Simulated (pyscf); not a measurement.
[H₃C–In–CH₃]• → •H₂C–InH–CH₃, a hydrogen shift (doublet surface; C–H broken, H–In formed). Single points on ωB97X-D3(BJ)/def2-SVP structures (PySCF, gas phase). Energies in kcal/mol from the reactant's lowest minimum found.

Small-basis levels: PySCF, no dispersion term, spherical d functions. Open shells are spin-unrestricted. 

Problem. Quick BP86/6-31G*+LANL2DZ single points give ΔE‡ = 62.0 kcal/mol and ΔE = +32.0 kcal/mol. What does ωB97M-D3(BJ)/def2-TZVP give, and how far is the quick result from it?

Solution. ωB97M-D3(BJ)/def2-TZVP gives ΔE‡ = 68.3 kcal/mol and ΔE = +31.8 kcal/mol. BP86/6-31G*+LANL2DZ lies 6.3 kcal/mol under it in the barrier and 0.1 kcal/mol over it in the reaction energy, so on this step it does not hold to within 3.0 kcal/mol. ωB97M-D3(BJ)/def2-TZVP has limits of its own. The same reactants have a lower exit, to CH₃• + H₃C–In [singlet] (no saddle found, reaction energy +28.1 kcal/mol at ωB97M-D3(BJ)/def2-TZVP, against +68.3 kcal/mol here). One saddle was located; it need not be the lowest between these sides. In the def2 sets elements past Kr carry core potentials, without spin-orbit coupling.
